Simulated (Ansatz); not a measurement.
# Breaking a bond in SiHClF (SMILES F[SiH]Cl)

SiHClF: 4 atoms, total charge 0, spin state doublet. SMILES: `F[SiH]Cl`. The shape is that of a GFN2-xTB optimisation.

```xyz
4

F    -0.9929   -0.3423    1.0625
Si   -0.2049   -0.2232   -0.3474
Cl    1.7326   -0.5466    0.0755
H    -0.5348    1.1122   -0.7905
```

The F1–Si2 distance is scanned; the parts on either side stay rigid. Basis STO-3G, 11 core orbitals frozen in the correlated methods; program Ansatz 0.2.0. FCI is exact within this basis and core. Energies in eV from each method's value at 1.620 Å; open shells run as named. The shape above is that at 1.620 Å.

| distance (Å) | UHF | USVWN5 | U-r2SCAN | UPBE0 | UB2PLYP | UMP2 |
| --- | --- | --- | --- | --- | --- | --- |
| 1.620 | 0.00 | 0.00 | 0.00 | 0.00 | 0.00 | 0.00 |
| 2.025 | 1.73 | 1.44 | 1.40 | 1.50 | 1.56 | 1.94 |
| 2.429 | 2.53 | 3.60 | 3.44 | 3.51 | 3.43 | 3.06 |
| 3.239 | 2.72 | 5.53 | 4.68 | 4.44 | 3.94 | 3.24 |
| 4.049 | 2.73 | 5.74 | 4.75 | 4.48 | 3.97 | 3.25 |

Task: Estimate the FCI curve, and say how far off each method is.

Result: 
| distance (Å) | FCI |
| --- | --- |
| 1.620 | 0.00 |
| 2.025 | 1.27 |
| 2.429 | 2.85 |
| 3.239 | 3.21 |
| 4.049 | 3.22 |

Departure from the FCI curve at its largest: UHF -0.49 eV at 4.05 Å; USVWN5 +2.52 eV at 4.05 Å; U-r2SCAN +1.54 eV at 4.05 Å; UPBE0 +1.27 eV at 4.05 Å; UB2PLYP +0.75 eV at 4.05 Å; UMP2 +0.67 eV at 2.02 Å. For the functionals part of the departure is owed to the small basis.
